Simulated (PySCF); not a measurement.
Match the calculated data to a structure.

All candidates are C3H5FS.

* Rotational structure: rotational constants A, B, C: 6.794, 3.141, 2.354 GHz [PBE0-D3(BJ)/def2-SVP]
* 1H NMR: chemical shifts (computed TMS as zero) by class: 5.03 (1 H), 4.87 (1 H), 2.14 (3 H) ppm [GIAO PBE0/pcSseg-1]
* Valence photoelectron: vertical ionisation energy: 8.88 eV [ΔSCF CAM-B3LYP/def2-SVPD]
* UV, first state: lowest singlet excitation: 5.39 eV (230 nm, f = 0.072) [TDDFT CAM-B3LYP/def2-SVPD]
* UV, strongest line: among the 10 lowest singlet transitions: S5 at 7.29 eV (170 nm, f = 0.170) [TDDFT CAM-B3LYP/def2-SVPD]
* Dipole: 1.10 D [CAM-B3LYP/def2-SVPD]
* 13C NMR: chemical shifts (computed TMS as zero) by class: 171.7 (1 C), 99.1 (1 C), 17.3 (1 C) ppm [GIAO PBE0/pcSseg-1]
* Triplet: lowest triplet excitation (Tamm–Dancoff): 3.95 eV [TDA CAM-B3LYP/def2-SVPD]
* Polarisability: 60.9 au [CAM-B3LYP/def2-SVPD]

Electronic properties: PySCF, gas phase, density fitting. Levels stand in brackets. Geometry: PBE0-D3(BJ)/def2-SVP, one conformer, isolated molecule. NMR values are class means; diastereotopic atoms form classes of their own.

Question: Which candidate is it?
A. `CC(=S)CF`
B. `C=CSCF`
C. `C=C(F)SC`
D. `CS/C=C\F`

Answer: C. It is `C=C(F)SC`. Numbering: `[CH2:1]=[C:2]([F:3])[S:4][CH3:5]`. Its formula, C3H5FS, gives 1 degree of unsaturation: 0 rings and 1 π bond in the structure found. 3 carbons fall into 3 classes; from least to most shielded: vinylic C–F carbon [C2] (171.7 ppm), terminal =CH2 carbon [C1] (99.1 ppm), S-methyl carbon [C5] (17.3 ppm). Hydrogen classes from least to most shielded: 1 H on a terminal =CH2 carbon, C1 (5.03 ppm), 1 H on a terminal =CH2 carbon, C1 (4.87 ppm), 3 H on an S-methyl carbon, C5 (2.14 ppm, a mean of values up to 1.0 ppm apart in this geometry). The first electron is taken from the HOMO, whose largest Löwdin shares are 0.49 on the sulfide sulfur, 0.19 on the terminal =CH2 carbon, 0.15 on the vinylic C–F carbon and 0.07 on the S-methyl carbon. The optimised geometry has point group C1 and is an asymmetric top.

The others, at the same levels:
- `CS/C=C\F` fails: its computed 13C shifts are 153.5 (1 C), 112.0 (1 C), 19.2 (1 C) ppm, 1H shifts are 6.87 (1 H), 4.56 (1 H), 2.43 (3 H) ppm and vertical ionisation energy is 8.40 eV (against 8.88 eV).
- `C=CSCF` fails: its computed 13C shifts are 142.2 (1 C), 118.1 (1 C), 88.6 (1 C) ppm, 1H shifts are 6.43 (1 H), 5.60 (1 H), 5.55 (2 H), 5.53 (1 H) ppm and lowest singlet excitation is 5.69 eV (218 nm, f = 0.068) (against 5.39 eV).
- `CC(=S)CF` fails: its computed 13C shifts are 274.7 (1 C), 95.6 (1 C), 41.6 (1 C) ppm, 1H shifts are 5.32 (2 H), 3.11 (3 H) ppm and lowest singlet excitation is 2.62 eV (474 nm, f = 0.000) (against 5.39 eV).

Each candidate is one conformer, not necessarily the lowest. The conformers computed, where there is a choice (atom-mapped SMILES and torsion angles):
- `[CH2:1]=[C:2]([F:3])[S:4][CH3:5]`: C1–C2–S4–C5 -142°
- `[CH3:1][S:2]/[CH:3]=[CH:4]\[F:5]`: C1–S2–C3–C4 2°
- `[CH2:1]=[CH:2][S:3][CH2:4][F:5]`: C1–C2–S3–C4 16°, C2–S3–C4–F5 -73°
- `[CH3:1][C:2](=[S:3])[CH2:4][F:5]`: C1–C2–C4–F5 -1°
